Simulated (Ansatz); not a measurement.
Species, as SMILES: CCl (CH3-Cl).
Atoms: C1, Cl2, H3, H4, H5. Bonds: C1-Cl2, C1-H3, C1-H4, C1-H5.

Basis-set convergence of the highest harmonic wavenumber at HF with Ansatz (a quantum-chemistry and plane-wave program). Each level at its own minimum, finite differences of forces, unscaled; the reference is a large set that could be run, not a limit. Cartesian d functions, on some or all atoms, in 6-31G*, 6-31+G*, 6-311G**, 6-311+G**; all else is spherical. The program fits the integrals of some runs and decomposes those of others, by size. No added dispersion term, no relativity. Reference: the value in aug-pcseg-2, 3322 cm⁻¹, itself unsure by roughly 7 cm⁻¹ (its mean distance from aug-cc-pV(T+d)Z, def2-TZVPPD). Deviations are taken from unrounded values.

```csv
basis,functions,highest harmonic wavenumber (cm⁻¹)
6-31G*,40,3371
6-31+G*,48,3368
def2-SVP,47,3354
def2-SVPD,71,3347
pcseg-1,47,3379
aug-pcseg-1,77,3351
cc-pV(D+d)Z,52,3347
aug-cc-pV(D+d)Z,82,3331
6-311G**,63,3328
6-311+G**,71,3325
def2-TZVP,86,3315
def2-TZVPD,110,3316
pcseg-2,106,3320
aug-pcseg-2,165,3322
cc-pV(T+d)Z,111,3312
aug-cc-pV(T+d)Z,170,3313
def2-TZVPP,115,3316
def2-TZVPPD,139,3316
```

What the diffuse functions change, pair by pair:
- 6-31G* to 6-31+G*: 8 more functions, deviation 49 to 46 cm⁻¹
- def2-SVP to def2-SVPD: 24 more functions, deviation 32 to 25 cm⁻¹
- pcseg-1 to aug-pcseg-1: 30 more functions, deviation 58 to 29 cm⁻¹
- cc-pV(D+d)Z to aug-cc-pV(D+d)Z: 30 more functions, deviation 25 to 10 cm⁻¹
- 6-311G** to 6-311+G**: 8 more functions, deviation 7 to 3 cm⁻¹
- def2-TZVP to def2-TZVPD: 24 more functions, deviation -6 to -6 cm⁻¹
- pcseg-2 to aug-pcseg-2: 59 more functions, deviation -2 to 0 cm⁻¹
- cc-pV(T+d)Z to aug-cc-pV(T+d)Z: 59 more functions, deviation -10 to -9 cm⁻¹
- def2-TZVPP to def2-TZVPPD: 24 more functions, deviation -6 to -5 cm⁻¹

Leaving out the reference's own pair, they bring the value nearer the reference by more than 7 cm⁻¹ in 2 of 8 pairs.
